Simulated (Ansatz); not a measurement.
Species: CHN, charge 1, multiplicity 2. 
Structure (B3LYP-D3(BJ)/def2-TZVP (Ansatz, a program for electronic structure) minimum search):
```xyz
3

C      0.0000     0.0000    -0.7191
N      0.0000     0.0000     0.4117
H      0.0000     0.0000     1.4327
```
Charge +1, spin multiplicity 2.

Basis-set convergence of Hartree-Fock and CCSD(T) correlation energies (hartree) with Ansatz. Correlated levels leave the core frozen unless marked. Open shells are spin-unrestricted. Spin-orbit coupling is left out. No relativistic terms.

The UHF reference is spin-contaminated (<S^2> 0.28 over the pure value in the largest basis). The T1 diagnostic of CCSD in the largest basis is 0.053, which is high, so the coupled-cluster rows are less sure than usual.

| basis | functions | E(HF) | E(corr, CCSD(T)) |
|---|---|---|---|
| def2-SVP | 33 | -92.39563 | -0.26325 |
| def2-TZVPP | 76 | -92.50344 | -0.31242 |
| def2-QZVPP | 144 | -92.50728 | -0.33019 |

Extrapolating the two largest sets (X = 3 and 4) as X^-3: E(corr) = (64·(-0.33019) - 27·(-0.31242))/37 = -0.3432 Eh, an estimate of the basis-set limit. The largest set recovers 96.2 % of it, the smallest 76.7 %.
